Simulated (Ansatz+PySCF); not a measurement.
The numbers below are computed, except where a source is named.
This PySCF input gave a total energy of -95.46360 hartree.

```python
from pyscf import gto, scf, cc

mol = gto.M(atom="""
C 0.000000 0.028950 -0.639680
N 0.000000 0.064840 0.690930
H 0.000000 -0.899370 -1.067130
H -0.811380 0.520640 -0.996630
H 0.811380 0.520640 -0.996630
H -0.747710 -0.384740 1.030980
H 0.747710 -0.384740 1.030980
""", basis='def2-svp', charge=0, spin=0)
mf = scf.RHF(mol)
mf.kernel()
mycc = cc.CCSD(mf, frozen=2).run()
et = mycc.ccsd_t()
print(mf.e_tot, mycc.e_corr, et, mycc.e_tot + et)
```

(1) Write an input for Ansatz with the same method and basis set.

Results:

(1)

```yaml
crystal:
  periodic: [false, false, false]
  atoms:
    - { symbol: C, position_ang: [0.0, 0.02895, -0.63968] }
    - { symbol: "N", position_ang: [0.0, 0.06484, 0.69093] }
    - { symbol: H, position_ang: [0.0, -0.89937, -1.06713] }
    - { symbol: H, position_ang: [-0.81138, 0.52064, -0.99663] }
    - { symbol: H, position_ang: [0.81138, 0.52064, -0.99663] }
    - { symbol: H, position_ang: [-0.74771, -0.38474, 1.03098] }
    - { symbol: H, position_ang: [0.74771, -0.38474, 1.03098] }
basis:
  gaussian: { orbitals: def2-SVP }
hamiltonian:
  xc: hf
correlation:
  method: ccsd_t
  frozen_orbitals: { C: 1, H: 0, "N": 1 }
scf:
  omitted_lower_state_checks: [stability, starts, atomic_configurations, cluster_reference, orbital_swaps, given_window_search, neighbouring_geometries, increment]
```

Ansatz (development build ahead of 0.2.0) gave -95.46360 hartree, 0.03 meV from the first.
